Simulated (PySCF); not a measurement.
## Peak assignment

Geometry:
| atom | x (Å) | y (Å) | z (Å) |
| --- | --- | --- | --- |
| C1 | -1.668 | -0.298 | 0.143 |
| N2 | -0.260 | -0.043 | -0.009 |
| C3 | 0.744 | -0.978 | -0.050 |
| C4 | 1.910 | -0.260 | -0.178 |
| N5 | 1.644 | 1.079 | -0.215 |
| C6 | 0.342 | 1.175 | -0.111 |
| H7 | -1.896 | -0.706 | 1.140 |
| H8 | -2.021 | -1.008 | -0.620 |
| H9 | -2.220 | 0.643 | 0.018 |
| H10 | 0.542 | -2.045 | 0.013 |
| H11 | 2.926 | -0.646 | -0.247 |
| H12 | -0.236 | 2.100 | -0.105 |

Theoretical values (PySCF): geometry from PBE0-D3(BJ)/def2-SVP, spin–spin couplings from B3LYP/pcJ-1 (spin–dipole term only in couplings to heteroatoms), GIAO PBE0/pcSseg-1 shieldings. Equivalent nuclei averaged, no solvent model, a single conformation, non-relativistic Hamiltonian.

Scale: TMS for 13C (184.41 ppm) and 1H (31.27 ppm) (reference shieldings calculated alike).

Q: Assign these signals to the numbered atoms. 13C{1H} NMR (computed): δ 140.4 (CH), 137.0 (CH), 122.6 (CH), 32.8 (CH3).

A: 
140.4 → C6, aromatic CH between two ring heteroatoms
137.0 → C4, aromatic CH next to a ring nitrogen
122.6 → C3, aromatic CH next to a ring nitrogen
32.8 → C1, methyl carbon bonded to N: pulled downfield by the heteroatom

Q: Assign these signals to the numbered atoms. 1H NMR (400 MHz, computed): δ 7.17 (d, J = 1.5 Hz, 1H), 7.06 (d, J = 1.4 Hz, 1H), 6.84 (t, J = 1.5 Hz, 1H), 3.52 (s, 3H).

A: 
| δ (ppm) | atoms | environment | reason |
| --- | --- | --- | --- |
| 7.17 | H11 | hydrogen on an aromatic CH next to a ring nitrogen | aromatic region |
| 7.06 | H12 | hydrogen on an aromatic CH between two ring heteroatoms | the ring current deshields protons in the ring plane |
| 6.84 | H10 | hydrogen on an aromatic CH next to a ring nitrogen | ring-current deshielding |
| 3.52 | H7/H8/H9 | hydrogen on a methyl carbon bonded to N | its carbon carries N, which withdraws density |

H11 and H12 lie closer than the usual error of such a calculation, so a measured spectrum could show them in the other order.

Splittings below 1 Hz are ignored in the labels, and close J values are merged. Unscaled 3J(H,H) at this level run about 10 % above measured values. Shifts are as computed. Against solution values, carbons near 30 ppm lie about +2 ppm off and those near 130 ppm about +5 ppm. Of 1211 compounds with measured shifts, 218 miss one by over three times the rms of a fit or turn the order of signals round; such compounds aren't used in these exercises.
